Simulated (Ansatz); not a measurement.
Input:

```yaml
crystal:
  periodic: [false, false, false]
  atoms:
    - { symbol: B, position_ang: [-0.098469, 0.065525, 0.005966] }
    - { symbol: O, position_ang: [-0.004575, -0.247263, 1.331468] }
    - { symbol: H, position_ang: [-0.840776, -0.505732, 1.730806] }
    - { symbol: H, position_ang: [0.922568, 0.408532, -0.545127] }
    - { symbol: "N", position_ang: [-1.292262, 0.009413, -0.735501] }
    - { symbol: H, position_ang: [-2.194368, -0.258826, -0.363698] }
    - { symbol: H, position_ang: [-1.316018, 0.24695, -1.716814] }
basis:
  gaussian: { orbitals: def2-SVP }
hamiltonian:
  xc: pbe0
md:
  timestep: 0.25
  n_steps: 300
  ensemble: nve
  temperature: 400.0
  initial_velocities: maxwell_boltzmann
  seed: 65522
```

Run as:

```bash
$ ansatz run input.yaml --threads 1 --pin off --max-ram 2048MiB --backend cpu --events-out ev --progress --plain --runs-dir out
```

Hardware: 1 thread of AMD EPYC 9R45 96-Core Processor (Zen 5), on a shared host.

Problem. Roughly how long does this run take, and how much memory?

Solution. 2.9 min, with a peak of 0.12 GiB, for 301 ionic steps.
